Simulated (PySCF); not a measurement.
## Quadrupolar nuclei of 2-propanimine in NMR

Compound: 2-propanimine, C3H7N.
Numbering: `[CH3:1][C:2]([CH3:3])=[NH:4]` (hydrogens: H5, H6, H7 on C1; H8, H9, H10 on C3; H11 on N4)

Structure used (GFN2-xTB), in Å, numbered top down from 1:
```xyz
11
C3H7N angstrom
C      1.3364   -0.3380   -0.1536
C      0.0624    0.4210    0.0522
C     -1.1938   -0.4088    0.0334
N      0.1288    1.6649    0.2205
H      1.3178   -0.8470   -1.1155
H      1.4508   -1.0918    0.6230
H      2.1790    0.3454   -0.1221
H     -2.0770    0.2083    0.1885
H     -1.2845   -0.9211   -0.9230
H     -1.1499   -1.1656    0.8148
H     -0.7645    2.1353    0.3559
```

Computed at PBE0/pcSseg-1 (PySCF, non-relativistic):

```
atom     environment  nucleus  spin I    Q (b)  CQ = χzz (MHz)      η
  N4  imine nitrogen      14N       1  0.02044          -4.797  0.273
```

Question: PQ = |CQ|√(1 + η²/3), νQ = 3|CQ|/[2I(2I − 1)], ν0 = |g|·7.62259 MHz/T·B with g(14N) = 0.40376: values at 16.45 T?

Answer: 
| atom | PQ (MHz) | νQ (MHz) | ν0 (MHz) | νQ/ν0 |
| --- | --- | --- | --- | --- |
| N4 | 4.856 | 7.195 | 50.63 | 0.142 |

For N4: PQ = 4.797 × 1.0124, νQ = 4.797 × 1.5000, ν0 = 3.0777 MHz/T × 16.45 T.

Solvent, lattice and vibrations would change these gradients. Isolated species at its GFN2-xTB geometry, gas phase. GFN2-xTB bond lengths can be off by several hundredths of an ångström, more for odd bonds, and the gradients follow them. A larger basis could move these couplings by a tenth or more.
